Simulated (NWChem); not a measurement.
**Atomisation of dimethyl sulfide (C$_{2}$H$_{6}$S)**

SMILES: S(C)C
```xyz
9

C     -1.3791     0.0000     0.5069
S      0.0000     0.0000    -0.6547
C      1.3791     0.0000     0.5069
H     -1.3742     0.8990     1.1429
H     -2.3023     0.0000    -0.0896
H     -1.3742    -0.8990     1.1429
H      1.3742     0.8990     1.1429
H      2.3023     0.0000    -0.0896
H      1.3742    -0.8990     1.1429
```
Charge 0, spin multiplicity 1.

Everything below was run with NWChem. All single points use one geometry, from PBE0/def2-SVP, a minimum by its harmonic frequencies.

Basis set: def2-TZVP. The atomisation energy is electronic alone: no zero-point, thermal, spin-orbit or counterpoise terms. No value is extrapolated to the basis-set limit. Free atoms are single determinants with multiplicities C 3, S 3, H 2. Correlated methods freeze the same cores in atoms and molecule, 7 orbitals in all.

| method | atomisation energy (kcal/mol) | relative cost |
|---|---|---|
| B3LYP | 761.8 | 1 |
| PBE | 775.9 | under 3 |
| PBE0 | 767.3 | under 3 |
| HF | 571.1 | under 3 |
| LDA (SVWN5) | 868.4 | under 3 |
| r2SCAN | 767.5 | under 3 |
| TPSS | 772.8 | under 3 |
| MP2 | 742.2 | under 3 |
| LC-wPBE (omega 0.3 per bohr) | 768.1 | 10 |

The values span 297.4 kcal/mol, from HF (lowest) to LDA (SVWN5) (highest). Costs are rough ratios of processor time within this set of runs, SCF included, with B3LYP as 1. Costs are the molecule's.

B3LYP has NWChem's definition, with VWN1-RPA local correlation. GW and range-separated runs recompute their integrals, the others keep them in memory, which bears on the times. No SCF solution was tested for a lower state. Open-shell Hartree-Fock references start from PBE0 orbitals; any time given for them includes that run.
